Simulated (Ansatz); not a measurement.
# C2HFO2: up Jacob's ladder to CCSD(T)

One table from this session's results is given with a row withheld; the runs are named, their logs left out.

The runs use Ansatz 0.2.0, Gaussian basis; functionals in def2-TZVPP, the program's frozen cores in correlated methods.

Plan: LDA (SPW92), PBE-D4, revPBE-D4, BLYP-D4, r2SCAN-D4, B97M-V, PBE0-D4, B3LYP-D4, r2SCANh-D4, r2SCAN0-D4, HSE06-D4, BHLYP-D4, CAM-B3LYP-D4, LC-ωPBE, ωB97X-V, ωB97M-V, B2PLYP, PBE-QIDH; CCSD(T)/def2-SVP; CCSD(T)/def2-TZVPP; MP2/def2-QZVPP; extrapolation to the limit; RPA on PBE.

## The geometry

The geometry comes from an earlier relaxation with PBE0-D4 in a triple-zeta def2 set; it is a stationary point.

SMILES `O=C=C(O)F`, 6 atoms, charge 0, spin multiplicity 1.

Atoms are counted from 1 here; the program's logs count them from 0.

Bond lengths: O1–C2 1.163 Å, C2–C3 1.315 Å, C3–O4 1.343 Å, C3–F5 1.345 Å, O4–H6 0.966 Å. Angles: O1–C2–C3 179.0°, C2–C3–O4 123.1°, C2–C3–F5 119.6°, O4–C3–F5 117.1°, C3–O4–H6 110.0°.

The first run:

File in.yaml:

```yaml
crystal:
  periodic: [false, false, false]
  atoms:
    - {symbol: O, position_ang: [0.848138, -2.098594, 0.317731]}
    - {symbol: C, position_ang: [0.536858, -0.999973, 0.095970]}
    - {symbol: C, position_ang: [0.162468, 0.235642, -0.152771]}
    - {symbol: O, position_ang: [-1.113329, 0.580483, -0.391721]}
    - {symbol: F, position_ang: [1.093796, 1.194772, -0.296412]}
    - {symbol: H, position_ang: [-1.485830, 1.023668, 0.381103]}
basis:
  gaussian: {orbitals: def2-TZVPP}
hamiltonian: {xc: lda}
output: {orbitals: {seedname: orbitals}}
```

On the command line:

```bash
> ansatz run in.yaml --threads 2 --pin off --events-out ev --progress --plain --max-ram 4352MiB
```

Among the steps run: LDA; PBE-D4 (GGA); revPBE-D4 (GGA); BLYP-D4 (GGA); r2SCAN-D4 (meta-GGA); B97M-V (meta-GGA); B3LYP-D4 (hybrid); r2SCANh-D4 (hybrid); r2SCAN0-D4 (hybrid); HSE06-D4 (hybrid); BHLYP-D4 (hybrid); CAM-B3LYP-D4 (range-separated); LC-ωPBE (range-separated); ωB97X-V (range-separated); ωB97M-V (range-separated); B2PLYP (double hybrid); PBE-QIDH (double hybrid).

One table of the session follows, with a row left open; its other results are not shown here.

It belongs to the step «Frontier levels by functional». 

```
  functional  HOMO (eV)  LUMO (eV)  gap (eV)
 LDA (SPW92)      -5.45      -3.40      2.05
      PBE-D4      -5.24      -3.08      2.16
   revPBE-D4      -5.16      -2.96      2.20
     BLYP-D4      -5.17      -2.96      2.21
   r2SCAN-D4      -5.47      -2.88      2.60
      B97M-V      -5.54      -2.67      2.88
     PBE0-D4      -6.61      -1.95      4.66
    B3LYP-D4      -6.43      -2.24      4.19
  r2SCANh-D4      -5.99      -2.46      3.53
  r2SCAN0-D4          ?          ?         ?
    HSE06-D4      -6.21      -2.35      3.86
    BHLYP-D4      -7.92      -0.69      7.23
CAM-B3LYP-D4      -8.04      -0.74      7.30
     LC-ωPBE      -9.31       0.57      9.88
     ωB97X-V      -8.94       0.51      9.45
     ωB97M-V      -8.85       0.43      9.28
```

Q: Estimate the row for r2SCAN0-D4 from the others.

Worked estimate for «HOMO (eV)». Against the share of exact exchange, r2SCAN-D4 (0, -5.47), r2SCANh-D4 (0.1, -5.99) give a slope of -5.20 per unit share; at 0.25 the line stands at -6.77.

The run gave: HOMO (eV): -6.77; LUMO (eV): -1.84; gap (eV): 4.93. In «HOMO (eV)» the line misses by 0.00.
